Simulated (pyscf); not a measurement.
Thermochemistry of product channels of `[BH2][AsH2]` + `[SiH4]` on the singlet surface, in kcal/mol, from ωB97M-D3(BJ)/def2-TZVP energies (ideal gas, 1 atm, RRHO with modes under 100 cm⁻¹ raised to 100, one conformer, R ln 2 for chiral ones without a mode under 150 cm⁻¹). Optimised with ωB97X-D3(BJ)/def2-SVP in PySCF.

| products | ΔE | ΔH(298 K) | ΔG(600 K) | ΔG(900 K) |
|---|---|---|---|---|
| `[SiH3][AsH2]` + `[BH3]` | (withheld) | 0.0 | -1.2 | (withheld) |
| `[BH2][AsH][SiH3]` + `[H][H]` | -3.3 | -4.2 | -2.8 | -2.9 |

Q: What belongs in the gaps?

A: 
- `[SiH3][AsH2]` + `[BH3]`, ΔE: -0.1
- `[SiH3][AsH2]` + `[BH3]`, ΔG(900 K): -1.9

These are energies of the channels, which say nothing of barriers. Elements up to Kr have no core potential and no relativistic terms here.
